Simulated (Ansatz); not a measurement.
Relaxation of CH4NSi (7 atoms, charge 0, multiplicity 2), to a largest force component of 0.015 eV/Å in at most 40 steps.

The calculation used Ansatz 0.2.0, UKS BLYP/def2-SVP.

```xyz
7
Properties=species:S:1:pos:R:3
N -1.218 0.173 -0.823
C 0.060 -0.227 -0.698
Si 1.096 -0.155 0.741
H -1.658 0.057 -1.722
H -1.801 0.584 -0.105
H 1.102 0.262 2.156
H 2.418 -0.694 0.451
```

**Question.** Where does it end, and by what steps?

**Answer.** It converged. After 12 steps the energy has fallen by 0.449 eV; H6 moved furthest, 0.58 Å.

```csv
step,energy less start (eV),largest force component (eV/Å),accepted
0,0.0000,1.643,yes
1,-0.0966,0.949,yes
2,-0.1186,0.180,yes
3,-0.1605,0.939,yes
4,-0.2147,1.244,yes
5,-0.3201,1.163,yes
6,-0.4077,0.478,yes
7,-0.4196,0.580,yes
8,-0.4482,0.089,yes
9,-0.4486,0.115,yes
10,-0.4491,0.069,yes
11,-0.4493,0.025,yes
12,-0.4494,0.009,yes
```

```xyz
7
Properties=species:S:1:pos:R:3
N -1.212 0.151 -0.787
C 0.061 -0.073 -0.545
Si 1.066 -0.519 0.902
H -1.530 0.447 -1.721
H -1.974 0.088 -0.087
H 1.113 0.710 1.787
H 2.477 -0.804 0.452
```

Whether the end is a true minimum wasn't checked by a vibrational analysis.

Time of the run: 44 s on 1 thread of Intel(R) Xeon(R) Processor @ 2.70GHz, on a shared host, peak memory 0.16 GiB.
